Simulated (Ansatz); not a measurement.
Two structures of SiH$_{7}$OF, closed shell, reached by relaxing down either side of one saddle point (PBE0-D4/def2-TZVP). Energies are electronic, without zero-point energy. Computed with Ansatz 0.2.0 (basis: def2-TZVPP and def2-QZVPP); correlated methods freeze the cores. Extrapolation: Hartree–Fock as exp(−7.88 √X), correlation as X^−2.97. First:

```tsv
atom	x (Å)	y (Å)	z (Å)
Si1	-1.4650	-0.1229	0.9767
H2	-0.6871	-0.7080	2.0911
H3	-1.8762	-1.1498	-0.0071
H4	-0.6575	0.9272	0.2939
H5	-2.6765	0.5493	1.5193
H6	1.8085	0.7596	-2.1375
O7	1.8463	0.7076	-1.1787
H8	1.4414	-0.7522	-0.5497
F9	1.0823	-1.5353	-0.1574
H10	1.1839	1.3245	-0.8506
```

Second:

```xyz
10
angstrom
Si -1.1369 0.7945 0.0315
H 0.4408 -2.0679 1.5577
H -1.6535 -0.4572 -0.5577
H -1.9105 1.9697 -0.4431
H -1.1861 0.7492 1.5142
H 1.3505 -0.3894 -1.0312
O 0.4405 0.9062 -0.4987
H 0.8503 -2.0236 0.9336
F 1.8478 -1.1480 -1.2803
H 0.9573 1.6664 -0.2261
```

Q: Which bonds change from the first to the second?

A: SiH₄ + H₂O + HF → SiH₄O ([OH][SiH3]) + HF + H₂; bonds formed: Si1–O7, H2–H8, H6–F9; bonds broken: Si1–H2, H6–O7, H8–F9.

Q: Give the saddle point's structure and its height above each. (To be estimated.)

A: Computed: 1.555 eV above the first and 2.112 eV above the second (CCSD(T) at an estimated basis limit (MP2 extrapolated from triple and quadruple zeta, plus CCSD(T) − MP2 in triple zeta)).
| atom | x (Å) | y (Å) | z (Å) |
| --- | --- | --- | --- |
| Si1 | -0.9223 | 0.2856 | 0.3432 |
| H2 | 0.0054 | -1.1248 | 0.7111 |
| H3 | -1.8678 | -0.6230 | -0.3548 |
| H4 | -1.4049 | 1.6403 | -0.1357 |
| H5 | -1.0945 | 0.4098 | 1.8122 |
| H6 | 1.3366 | -0.0715 | -0.6069 |
| O7 | 0.6738 | 0.7346 | -0.4264 |
| H8 | 0.8556 | -1.3753 | 0.1912 |
| F9 | 1.7692 | -1.3267 | -0.4662 |
| H10 | 0.6489 | 1.4512 | -1.0678 |

No T1 diagnostic of these runs exceeds 0.012.

Labels in which every atom is bracketed show which atoms are joined, not bond orders.

For scale, one of the runs: CCSD(T)/def2-TZVPP, 202 basis functions (an equivalent command: `ansatz run in.yaml --threads 4`). The run took 44 s on 4 CPU threads (shared host), with 2.5 GiB of host memory at its peak.
